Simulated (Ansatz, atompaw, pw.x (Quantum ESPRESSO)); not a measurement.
Ta (Z = 73): one change to the PAW (atompaw) potential, in the atom and in the bcc crystal

- Element: tantalum
- Generator: atompaw 4.2.0.5
- Type: PAW
- Functional: PBE
- Relativity: scalar-relativistic
- Frozen core: [Kr] 4d10 4f14
- Valence charge: 13
- Reference configuration: 5s2 5p6 5d3.5 6s1.5 6p0
- Partial waves: 5s (bound): rc 1.85 bohr; 6s (bound): rc 3.00 bohr; 5p (bound): rc 1.60 bohr; 6p (bound, empty): rc 3.00 bohr; 5d (bound): rc 3.00 bohr; 5d channel at 2.5 Ry: rc 3.00 bohr
- Local potential: bessel scheme, radius 2.35 bohr
- Core correction: smooth core density matched at 2.90 bohr
- Augmentation charge: sinc compensation charge, radius 2.60 bohr; PAW radius 3.00 bohr; waves and projectors: custom polynom vanderbiltortho

Change: reference 5s2 5p6 5d3 6s2 6p0.

Cutoffs, loose and tight: the cutoffs (Ry, on a coarse ladder) from which the occupation-weighted sum of valence levels, in a spherical-Bessel basis at the reference potential, stays within 10 and 1 mRy of its value at 400 Ry. They see the waves, projectors and local potential, not the compensation charge or the core.

Crystal test: bcc Ta in pw.x 7.5, no spin, 14³ k-points, Fermi–Dirac smearing 0.01 Ry, cutoffs set for each file from its atomic test. The reference is all-electron LAPW (Ansatz 0.2.0) with the same functional, mesh and smearing; V0 and B0 come from Birch–Murnaghan fits to the pressures at five volumes. Errors are pseudo minus all-electron; Δ is the rms difference of the E(V) curves that follow from these fits, minima aligned, over ±6 % about the mean V0. Mesh and smearing are coarse, so the numbers serve the comparison and aren't converged zero-temperature values; the lattice is a test structure that the element need not adopt.

All-electron: a0 = 3.321 Å (V0 = 18.31 Å³/atom), B0 = 193.2 GPa.

Question: Does the change bring the crystal closer to the all-electron result?

Answer: The mean pressure error goes from +10.03 to +11.77 GPa, so the change moves the solid further from the all-electron pressures. Neither pressure curve crosses zero within the volumes sampled, so no fits are given.

```tsv
quantity	base	changed
outcome (atom)	generated	generated
cutoff, loose (atom)	25 Ry	25 Ry
cutoff, tight (atom)	45 Ry	45 Ry
bound ghosts (atom)	none	none
cutoffs in pw.x (Ry)	55/550	55/550
mean pressure error (GPa)	+10.03	+11.77
```

Base: The largest radius (3.00 bohr) exceeds half the bond length (2.71 bohr), so the spheres overlap, which is one possible source of error among others. This is a poor potential for the solid. Changed file: The largest radius (3.00 bohr) exceeds half the bond length (2.71 bohr), so the spheres overlap, which is one possible source of error among others. This is a poor potential for the solid. The atomic cutoffs weigh occupied waves only.
